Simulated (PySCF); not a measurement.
## Dipole moment and polarisability across levels of theory

CH3Li.
SMILES: `[Li][CH3]`

PySCF, dipoles from the SCF density, polarisabilities from static response with core orbitals frozen. Geometry: PBE0-D3(BJ)/def2-SVP; no solvent, vibrations or thermal averaging.

Reference dipole: 5.830 D (computed, CCSD(T)/CBS, all electrons, equilibrium geometry, gas; Hait, Head-Gordon, J. Chem. Theory Comput. 14 (2018) 1969). The anisotropy is √(½[(α1 − α2)² + (α2 − α3)² + (α3 − α1)²]).

| level | μ (D) | error (%) | α (Å³) | anisotropy (Å³) |
| --- | --- | --- | --- | --- |
| LDA/def2-SVPD | 5.512 | -5.5 | 5.82 | 1.84 |
| PBE/def2-SVPD | 5.487 | -5.9 | 5.96 | 2.15 |
| B3LYP/def2-SVPD | 5.660 | -2.9 | 5.43 | 1.71 |
| PBE0/def2-SVPD | 5.712 | -2.0 | 5.14 | 1.34 |
| BHandHLYP/def2-SVPD | 5.837 | +0.1 | 4.76 | 1.11 |
| CAM-B3LYP/def2-SVPD | 5.721 | -1.9 | 5.00 | 1.24 |
| wB97X-D/def2-SVPD | 5.843 | +0.2 | 5.01 | 1.12 |
| LC-wPBE/def2-SVPD | 5.809 | -0.4 | 4.53 | 0.69 |
| HF/def2-SVPD | 6.036 | +3.5 | 4.28 | 0.69 |
| PBE0/6-31G* | 5.158 | -11.5 | 4.79 | 1.53 |
| PBE0/def2-SVP | 5.504 | -5.6 | 4.30 | 1.21 |
| PBE0/6-31+G* | 5.576 | -4.4 | 5.11 | 1.85 |
| PBE0/def2-TZVP | 5.690 | -2.4 | 4.90 | 1.49 |
| PBE0/aug-cc-pVDZ | 5.699 | -2.3 | 5.54 | 1.69 |
| PBE0/def2-TZVPD | 5.676 | -2.7 | 5.42 | 1.64 |
| PBE0/aug-cc-pVTZ | 5.710 | -2.1 | 5.48 | 1.68 |

For the dipole, the smallest error is 0.1% (BHandHLYP/def2-SVPD) and the largest 11.5% (PBE0/6-31G*). The dipole runs from 5.16 D (PBE0/6-31G*) to 6.04 D (HF/def2-SVPD). No reference polarisability is at hand; against PBE0 in the largest diffuse basis at hand (aug-cc-pVTZ) the other PBE0 rows deviate by 6-31G* -13%, def2-SVP -22%, 6-31+G* -7%, def2-SVPD -6%, def2-TZVP -11%, aug-cc-pVDZ +1%, def2-TZVPD -1%. In one basis (def2-SVPD) the functionals order the polarisability from HF (lowest) to PBE (highest), a spread of 39%. With PBE0 the polarisability is 4.66 Å³ without diffuse functions (mean of 6-31G*, def2-SVP and def2-TZVP) and 5.34 Å³ with them (mean of 6-31+G*, def2-SVPD, aug-cc-pVDZ, def2-TZVPD and aug-cc-pVTZ).
